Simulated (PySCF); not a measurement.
Compound: C6H5 (doublet state).
Atom-mapped SMILES: `[CH2:1]=[C:2]1[C:3]=[CH:4][C:5]1=[CH2:6]` (hydrogens: H7, H8 on C1; H9 on C4; H10, H11 on C6)

Theory: PySCF 2.14.0, UKS B3LYP, IGLO-III on C, pcH-1 on H, non-relativistic, mean-field spin-orbit, GIAO. Isolated species at its PBE0-D3(BJ)/def2-SVP geometry, gas phase. No stability test was run, so a lower SCF solution isn't excluded.

(1) The isotropic 13C couplings are +399.8, +115.8, +41.4, +32.9, +17.4, -2.9 MHz. Assign them to C1; C2; C3; C4; C5; C6.

Results:

(1) 
```csv
site,a_iso (MHz),ρ(0) (bohr⁻³),position,distance from C3 (Å),spin population,largest |T| (MHz)
C1,-2.9,-0.0026,2 bonds from C3,2.62,+0.02,1.9
C2,+32.9,+0.0292,1 bond from C3,1.47,+0.04,22.5
C3,+399.8,+0.3557,largest spin population,0.00,+0.91,129.8
C4,+17.4,+0.0155,1 bond from C3,1.35,-0.06,24.7
C5,+115.8,+0.1030,2 bonds from C3,2.00,+0.10,9.8
C6,+41.4,+0.0368,3 bonds from C3,3.34,-0.03,12.4
```

ρ(0) is the spin density at the nucleus and T the dipolar tensor. Largest spin populations (Mulliken): C3 (+0.91) and C5 (+0.10). C3 is the only atom above +0.15.

Examples of negative spin density at the nucleus (bohr⁻³): C1 (-0.0026).
